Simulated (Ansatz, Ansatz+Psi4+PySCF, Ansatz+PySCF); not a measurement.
```xyz
3

N     0.0000    0.0000    0.3192
O     0.0000    1.0721   -0.1388
O     0.0000   -1.0721   -0.1388
```

Basis set: cc-pVTZ (spherical functions). Frozen core: 3 orbitals. Correlation on ROHF uses semicanonical orbitals with singles. Charge 0, multiplicity 2.

Computed with Ansatz (development build ahead of 0.2.0); each method stands on the lowest determinant of its kind that the runs found.

The atomization energy at this shape (free ground-state atoms in the same class of orbitals less the molecule, no zero-point energy) of doublet NO₂:

```
      method  atomization energy
ROHF-CCSD(T)             9.10 eV
    ROHF-MP2            10.19 eV
     UHF-MP2            10.04 eV
```

(1) What does UHF-CCSD give?

## Answers

(1) 8.39 eV.
